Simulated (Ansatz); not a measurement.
How close CCSD(T) comes to the exact answer in a basis

Each species is computed at the geometry given (Å), with frozen cores, in Ansatz 0.2.0: RHF-CCSD(T) for singlets, UHF-CCSD(T) otherwise, and full CI in the same basis. The program picks the determinant by trial CCSD, so it needn't be the lowest Hartree–Fock solution. States: NaCl Σ⁺ or Δ, CH2 A1, HCl Σ⁺ or Δ. Cases whose determinant has another symmetry than full CI's state, or whose (Q) step broke down, weren't drawn.

Q: Judging by size, spin and bonding and the diagnostics given, rank them by the size of CCSD(T)'s error in total energy against full CI in the same basis, smallest first (an estimate).
A. CH2, singlet, cc-pVTZ: C 0.000 0.000 0.100; H 0.000 0.862 -0.597; H 0.000 -0.862 -0.597. T1 0.009, (T) -131 meV in a correlation energy of -4.60 eV
B. NaCl, singlet, cc-pVDZ: Na 0.000 0.000 0.000; Cl 0.000 0.000 2.391. T1 0.010, (T) -59 meV in a correlation energy of -4.22 eV
C. HCl, singlet, 6-31G: Cl 0.000 0.000 0.000; H 0.000 0.000 1.280. T1 0.006, (T) -12 meV in a correlation energy of -1.58 eV

A: C (3.2 meV), B (13.9 meV), A (28.2 meV).

| species | basis | correlated electrons | CCSD(T) − full CI (meV) | CCSDT(Q) − full CI (meV) | unpaired electrons (full CI) | T1 | ⟨S²⟩ of the determinant |
| --- | --- | --- | --- | --- | --- | --- | --- |
| HCl, singlet | 6-31G | 8 | 3.2 | 0.1 | 0.01 | 0.006 | 0.00 |
| NaCl, singlet | cc-pVDZ | 8 | 13.9 | 0.3 | 0.03 | 0.010 | 0.00 |
| CH2, singlet | cc-pVTZ | 6 | 28.2 | 1.0 | 0.10 | 0.009 | 0.00 |

Unpaired electrons are Σ n²(2−n)² over natural occupations; an open shell counts its own unpaired electrons too. Frozen cores follow each run's orbitals, which moves totals by a few meV.
